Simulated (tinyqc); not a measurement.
Inside a calculation. Method: UHF in the sto-3g basis, for OH+, spin multiplicity 3. One step of it, computed by the program tinyqc.

Problem. Iteration 2: building the Fock matrix. J_ij = sum D_kl (ij|kl) with D = D(alpha) + D(beta), K_ij = sum D_kl (ik|jl) for each spin; F = H + J - K(s); E = tr D H + tr D J / 2 - 0.5 sum_s tr D(s) K(s) + E_nn.

D(alpha) after iteration 1, lower triangle:
```
            1O 1s      1O 2s     1O 2px     1O 2py    1O 2pz     2H 1s
1O 1s    1.059266
1O 2s   -0.250412   1.058270
1O 2px   0.000303  -0.001602   0.999725
1O 2py  -0.000195   0.001032   0.000178   0.999886
1O 2pz   0.000781  -0.003373  -0.002064   0.001330  0.993580
2H 1s   -0.002609   0.005775   0.016725  -0.010779  0.029407  0.001304
```

D(beta) after iteration 1, lower triangle:
```
            1O 1s      1O 2s    1O 2px    1O 2py    1O 2pz     2H 1s
1O 1s    1.053092
1O 2s   -0.226770   0.965624
1O 2px  -0.017269   0.105990  0.304014
1O 2py   0.047414  -0.198226  0.368218  0.560929
1O 2pz  -0.057220   0.197006  0.254131  0.269833  0.225376
2H 1s    0.002921  -0.021755  0.009955  0.020953  0.005420  0.001018
```

core Hamiltonian H = T + V (hartree), lower triangle:
```
             1O 1s      1O 2s     1O 2px     1O 2py     1O 2pz      2H 1s
1O 1s   -31.888449
1O 2s    -7.415757  -8.516984
1O 2px    0.000000   0.000000  -6.717860
1O 2py    0.000000   0.000000   0.000000  -6.717860
1O 2pz   -0.003791  -0.047852   0.000000   0.000000  -6.736027
2H 1s    -0.183049  -0.533196   0.000000   0.000000  -0.476154  -2.650997
```

Two-electron integrals (ij|kl) in chemists' order, unique and non-zero (hartree):
```
(11|11) 4.785065   (21|11) 0.741380   (21|21) 0.136873   (22|11) 1.118947
(22|21) 0.256633   (22|22) 0.817206   (31|31) 0.024477   (32|31) 0.037809
(32|32) 0.180518   (33|11) 1.115814   (33|21) 0.256684   (33|22) 0.817023
(33|33) 0.880159   (41|41) 0.024477   (42|41) 0.037809   (42|42) 0.180518
(43|43) 0.047444   (44|11) 1.115814   (44|21) 0.256684   (44|22) 0.817023
(44|33) 0.785270   (44|44) 0.880159   (51|51) 0.024477   (52|51) 0.037809
(52|52) 0.180518   (53|53) 0.047444   (54|54) 0.047444   (55|11) 1.115814
(55|21) 0.256684   (55|22) 0.817023   (55|33) 0.785270   (55|44) 0.785270
(55|55) 0.880159   (61|11) 0.018323   (61|21) 0.003358   (61|22) 0.006271
(61|33) 0.006262   (61|44) 0.006262   (61|51) 0.000152   (61|52) 0.000288
(61|55) 0.006289   (61|61) 0.000083   (62|11) 0.059299   (62|21) 0.013837
(62|22) 0.050906   (62|33) 0.050051   (62|44) 0.050051   (62|51) 0.001031
(62|52) 0.008896   (62|55) 0.052563   (62|61) 0.000347   (62|62) 0.004574
(63|31) 0.001250   (63|32) 0.007982   (63|53) 0.001771   (63|63) 0.000576
(64|41) 0.001250   (64|42) 0.007982   (64|54) 0.001771   (64|64) 0.000576
(65|11) 0.052220   (65|21) 0.012314   (65|22) 0.048323   (65|33) 0.046495
(65|44) 0.046495   (65|51) 0.001923   (65|52) 0.014837   (65|55) 0.051926
(65|61) 0.000317   (65|62) 0.005249   (65|65) 0.006500   (66|11) 0.273043
(66|21) 0.064625   (66|22) 0.272606   (66|33) 0.266864   (66|44) 0.266864
(66|51) 0.003766   (66|52) 0.047041   (66|55) 0.284034   (66|61) 0.001613
(66|62) 0.035276   (66|65) 0.047050   (66|66) 0.774606
```

nuclear repulsion = 2.18555379 hartree

Give: Coulomb J; exchange K(alpha); exchange K(beta); F(alpha); F(beta); total energy of this density.

Solution.

Coulomb J (hartree), lower triangle:
```
         1O 1s   1O 2s  1O 2px  1O 2py  1O 2pz  2H 1s
1O 1s   16.224
1O 2s    3.004   7.111
1O 2px   0.007   0.037   7.098
1O 2py  -0.013  -0.067   0.035   7.123
1O 2pz   0.012   0.066   0.024   0.026   7.091
2H 1s    0.074   0.426   0.003  -0.002   0.399  2.199
```

exchange K(alpha) (hartree), lower triangle:
```
        1O 1s   1O 2s  1O 2px  1O 2py  1O 2pz  2H 1s
1O 1s   4.915
1O 2s   0.856   1.423
1O 2px  0.000  -0.001   1.173
1O 2py  0.000   0.000   0.000   1.173
1O 2pz  0.000  -0.001  -0.001   0.001   1.171
2H 1s   0.023   0.086   0.004  -0.003   0.073  0.017
```

exchange K(beta) (hartree), lower triangle:
```
         1O 1s   1O 2s  1O 2px  1O 2py  1O 2pz  2H 1s
1O 1s    4.862
1O 2s    0.785   1.012
1O 2px   0.012   0.101   0.488
1O 2py  -0.004  -0.183   0.307   0.701
1O 2pz  -0.007   0.179   0.212   0.226   0.422
2H 1s    0.019   0.063   0.021   0.007   0.035  0.008
```

F(alpha) (hartree), lower triangle:
```
          1O 1s   1O 2s  1O 2px  1O 2py  1O 2pz   2H 1s
1O 1s   -20.580
1O 2s    -5.268  -2.828
1O 2px    0.007   0.037  -0.792
1O 2py   -0.013  -0.068   0.035  -0.768
1O 2pz    0.008   0.019   0.025   0.025  -0.816
2H 1s    -0.132  -0.193  -0.002   0.001  -0.150  -0.468
```

F(beta) (hartree), lower triangle:
```
          1O 1s   1O 2s  1O 2px  1O 2py  1O 2pz   2H 1s
1O 1s   -20.526
1O 2s    -5.197  -2.417
1O 2px   -0.004  -0.064  -0.107
1O 2py   -0.008   0.115  -0.272  -0.297
1O 2pz    0.016  -0.160  -0.188  -0.200  -0.068
2H 1s    -0.128  -0.170  -0.018  -0.010  -0.112  -0.460
```

total energy of this density = -73.75657 hartree
